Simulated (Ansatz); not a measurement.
Cubic X2O5: space group Pn-3m, simple cubic cell, positions in fractions of the edge: X (0 0 0), (0.5 0.5 0), (0.5 0 0.5), (0 0.5 0.5); O (0.5 0 0), (0 0.5 0), (0 0 0.5), (0.5 0.5 0.5), (0.75 0.75 0.25), (0.75 0.25 0.75), (0.25 0.75 0.75), (0.75 0.25 0.25), (0.25 0.75 0.25), (0.25 0.25 0.75).

Six crystals in the cubic X2O5 structure, computed with PBE in Ansatz (plane waves, PAW datasets (generated soft set 1); cutoff 420 eV), no spin polarisation, no spin–orbit coupling, Fermi–Dirac smearing of 0.061 eV, k-spacing 0.06 Å⁻¹.

Task: Rank them by lattice constant, smallest first.
A. Fe2O5
B. Br2O5
C. Tl2O5
D. Sr2O5
E. Ga2O5
F. S2O5

Result: A (4.878 Å), F (5.118 Å), E (5.138 Å), B (5.381 Å), C (5.559 Å), D (5.803 Å).

Model structures, not the usual forms at ambient conditions (metastable or hypothetical): Sr2O5, S2O5, Br2O5, Ga2O5, Fe2O5, Tl2O5. Spin polarisation is left out, and a magnetic state may lie lower for Sr2O5, Br2O5, Ga2O5, Fe2O5, Tl2O5. Spin–orbit coupling is left out, which matters for 6p elements such as Tl, Pb and Bi.
